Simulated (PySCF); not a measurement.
Lithium: a sound run and one with changed settings

Sound run: Li [He] 2s1, Li⁺ 1s2. All numbers are calculated (PySCF 2.14, the non-relativistic Hamiltonian (point nucleus), in pcseg-2 (4s2p1d, 15 functions)). The sound run starts from symmetry-adapted Hartree-Fock orbitals and uses a fine grid where one is needed.

Changed run: radial step 0.5 in ln r (0.13 in the sound run). This setting is unsound on purpose.

| species | method | sound run (hartree) | changed run (hartree) | converged |
| --- | --- | --- | --- | --- |
| Li | UHF | -7.43074 | -7.43074 | yes |
| Li | LDA | -7.34328 | -7.34376 | yes |
| Li | PBE | -7.46140 | -7.46107 | yes |
| Li⁺ | UHF | -7.23461 | -7.23461 | yes |
| Li⁺ | LDA | -7.14240 | -7.14273 | yes |
| Li⁺ | PBE | -7.25640 | -7.25632 | yes |

Ionisation energy of Li:

```tsv
method	sound run (eV)	changed run (eV)
UHF	5.337	5.337
LDA	5.466	5.470
PBE	5.579	5.571
```

A coarse radial grid mis-integrates the density and the exchange-correlation energy, with errors of either sign; Hartree-Fock needs no grid.

For comparison, NIST gives 5.392 eV between the lowest levels.
